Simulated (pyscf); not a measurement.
A first-order saddle from PySCF, ωB97X-D3(BJ)/def2-SVP:

```xyz
7

Cl     1.0411     0.0380     0.7922
Si    -1.1281    -0.2456    -0.1114
Cl    -0.7436    -1.9937    -1.0838
Cl    -2.9260     0.4669    -0.8709
H     -1.5461    -0.3877     1.2923
Cl    -0.0454     1.3070    -1.5617
H      0.9689     0.9204    -0.5861
```

Surface: singlet, charge 0. Lowest wavenumbers (cm⁻¹): 634i, 32, 168, 179, 223.

### Question
Name the species on either side of this saddle.

### Answer
`[Cl][SiH]([Cl])[Cl]` + `[ClH]` ⇌ `[ClH]` + `[Cl][SiH]([Cl])[Cl]`, a four-centre exchange read from left to right: Cl–Si, Cl–H broken and Cl–H, Cl–Si formed. At ωB97M-D3(BJ)/def2-TZVP it lies +161.0 kJ/mol from the left side and +161.0 kJ/mol from the right (each side as separated species at their lowest minima found). One saddle was located; it need not be the lowest between these sides.
